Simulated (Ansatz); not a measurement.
# 1T (CdI2-type) PtS2

Calculation: PBE (Ansatz, a program for electronic structure, PAW).

Numerical settings: plane-wave cutoff 520 eV, 12×12×8 k mesh (along the axes of the cell as run), Fermi–Dirac smearing 0.01 eV, scalar-relativistic PAW data made under PBE.

Cell (relaxed at this level):

```xyz
3
Lattice="1.7884 -3.0976 0.0000 1.7884 3.0976 0.0000 0.0000 0.0000 6.4738" Properties=species:S:1:pos:R:3 pbc="T T T"
Pt     0.0000     0.0000     0.0000
S      1.7884     1.0325     1.2274
S      1.7884    -1.0325     5.2464
```

```yaml
bulk_modulus: 1.62 GPa
band_gap: 1.46 eV
smallest_direct_gap_on_the_k_points_sampled: 1.56 eV
direct gap at Γ: 3.46 eV
```

Measured, for comparison: band gap 0.7 eV (temperature not stated, not corrected to a static lattice, bulk, cited; as tabulated in Two-dimensional noble-metal chalcogenides and phosphochalcogenides, Angew. …).

Note: for a layered or molecular solid the relaxed cell lies over 5 % above the published volume, where the minimum can be shallow; the cell comes from a level without a dispersion term, which matters for the spacing of layers, chains or molecules; the bulk modulus comes from volumes at which shape and atoms were relaxed.

Spin–orbit coupling is not included.
